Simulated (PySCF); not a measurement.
CH₆Si, charge +1, multiplicity 2. Atoms are numbered in the order given.

```xyz
8

Si     0.0000     0.0000     0.7827
C      0.0000     0.0000    -1.4957
H     -1.2612     0.7282     0.9740
H      1.2612     0.7282     0.9740
H      0.0000    -1.4564     0.9740
H     -0.9332    -0.5388    -1.6351
H      0.9332    -0.5388    -1.6351
H      0.0000     1.0776    -1.6351
```
Charge +1, spin multiplicity 2.

Coordinates come from a B3LYP-D3(BJ)/def2-TZVP optimisation. The spin state was assumed, not searched. The isomer is the one that the SMILES or the coordinates give; other isomers of the formula were not compared.

Calculation: PBE/def2-TZVPD (PySCF).

Mulliken values depend strongly on the basis, most of all with diffuse functions as here. ESP charges are fitted to the potential on shells at 1.4 to 2.0 van der Waals radii. Atomic charges (e):

```tsv
atom	ESP fit	meta-Löwdin	Mulliken	Mulliken spin
Si1	0.61	0.64	0.22	0.35
C2	-0.16	-0.25	-0.47	0.53
H3	0.00	0.01	0.12	0.01
H4	0.00	0.01	0.12	0.01
H5	0.01	0.01	0.12	0.01
H6	0.18	0.20	0.30	0.03
H7	0.18	0.20	0.30	0.03
H8	0.18	0.20	0.29	0.03
```
